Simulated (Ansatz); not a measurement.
The same path of C2H7O (10 atoms, charge 1, multiplicity 1) was run 3 times with different band settings. The coordinate that changes most is the dihedral H5–C1–O2–C3.

Level of theory: RKS B3LYP-D4/def2-SVP in Ansatz 0.2.0.

Relaxed end points:

```xyz
10
Properties=species:S:1:pos:R:3
C -0.975 0.657 -0.516
O 0.440 0.232 -0.384
C 0.816 -0.648 0.750
H -1.604 -0.230 -0.667
H -1.006 1.343 -1.370
H -1.216 1.182 0.416
H 0.827 -0.060 -1.233
H 0.275 -1.600 0.661
H 0.541 -0.099 1.657
H 1.903 -0.776 0.685
```

```xyz
10
Properties=species:S:1:pos:R:3
C -0.981 0.687 -0.463
O 0.442 0.427 -0.133
C 0.782 -0.799 0.631
H -1.505 0.735 0.498
H -1.355 -0.125 -1.100
H -1.000 1.660 -0.968
H 1.039 0.575 -0.893
H 0.489 -1.680 0.045
H 0.226 -0.726 1.573
H 1.862 -0.753 0.810
```

Common settings: movable images 5; climbing image yes; optimiser quadratic models (default); start path through a guess of the saddle point; force threshold 0.05 eV/Å; end points relaxed.

| run | spring | iteration limit |
| --- | --- | --- |
| 1 | 5.0 eV/Å² | 33 |
| 2 | 50.0 eV/Å² | 35 |
| 3 | 50.0 eV/Å² | 46 |

What does each run give, and how far can it be trusted?

Run 1: converged after 5 iterations, highest image 0.066 eV above the first end. A vibrational analysis at the climbing image gives one clearly imaginary mode, 172i cm⁻¹: a first-order saddle point.
Run 2: converged after 5 iterations, highest image 0.066 eV above the first end. Another band between the same ends (5 images) ends at a top of the same energy, where a vibrational analysis finds 1 clearly imaginary mode.
Run 3: converged after 5 iterations, highest image 0.066 eV above the first end. Another band between the same ends (5 images) ends at a top of the same energy, where a vibrational analysis finds 1 clearly imaginary mode.
Limits of this set-up: the dipole of an ion depends on the origin.
